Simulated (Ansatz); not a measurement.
Relaxation of H$_{4}$NOP (7 atoms, charge 0, multiplicity 1), to a largest force component of 0.02 eV/Å in at most 50 steps.

The calculation used Ansatz 0.2.0, RKS PBE-D4/STO-3G.

```xyz
7
Properties=species:S:1:pos:R:3
N -0.560 0.287 -0.581
P 0.112 0.201 0.931
O 1.464 -0.360 0.315
H -0.197 1.187 -1.063
H -1.613 0.471 -0.514
H -0.458 -1.007 1.360
H 1.313 -0.847 -0.493
```

Q: Where does it end, and by what steps?

A: The run converged. Limits of this set-up: minimal basis. After 7 steps the energy has fallen by 1.380 eV; H4 moved furthest, 0.31 Å.

| step | energy less start (eV) | largest force component (eV/Å) | accepted |
| --- | --- | --- | --- |
| 0 | 0.0000 | 7.028 | yes |
| 1 | -1.0378 | 3.205 | yes |
| 2 | -1.3214 | 0.776 | yes |
| 3 | -1.3485 | 0.501 | yes |
| 4 | -1.3751 | 0.212 | yes |
| 5 | -1.3786 | 0.054 | yes |
| 6 | -1.3797 | 0.029 | yes |
| 7 | -1.3799 | 0.017 | yes |

```xyz
7
Properties=species:S:1:pos:R:3
N -0.542 0.348 -0.697
P 0.222 0.281 0.976
O 1.679 -0.495 0.391
H -0.443 1.370 -1.007
H -1.599 0.303 -0.523
H -0.550 -0.909 1.272
H 1.295 -0.966 -0.458
```

Whether the end is a true minimum wasn't checked by a vibrational analysis.

Time of the run: 9.8 s on 1 thread of Intel(R) Xeon(R) Processor @ 2.70GHz, with other jobs on the host, peak memory 0.12 GiB.
